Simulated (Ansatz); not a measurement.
A run of Ansatz (development build ahead of 0.2.0) on singlet H₂F₂ at this shape:

```xyz
4

F     0.0000   -0.3535   -1.0985
H     0.0000    0.4188   -0.7347
F     0.0000    0.3535    1.0985
H     0.0000   -0.4188    0.7347
```

Its results:

* Converged: yes
* Reference energy: -200.10837 hartree
* Correlation energy: -0.54107 hartree
* Total energy: -200.64944 hartree
* Spin squared of the determinant: 0.000

Question: Which input gives this output? Name the method, the orbitals and the basis set, and write the input.

Answer: RHF-MP2 in cc-pVTZ. An unrestricted run that stays on the closed shell gives the same numbers.

```yaml
crystal:
  periodic: [false, false, false]
  atoms:
    - { symbol: F, position_ang: [0.0, -0.35353, -1.09853] }
    - { symbol: H, position_ang: [0.0, 0.4188, -0.73473] }
    - { symbol: F, position_ang: [0.0, 0.35353, 1.09853] }
    - { symbol: H, position_ang: [0.0, -0.4188, 0.73473] }
basis:
  gaussian: { orbitals: cc-pVTZ }
hamiltonian:
  xc: hf
correlation:
  method: mp2
  frozen_orbitals: { F: 1, H: 0 }
```
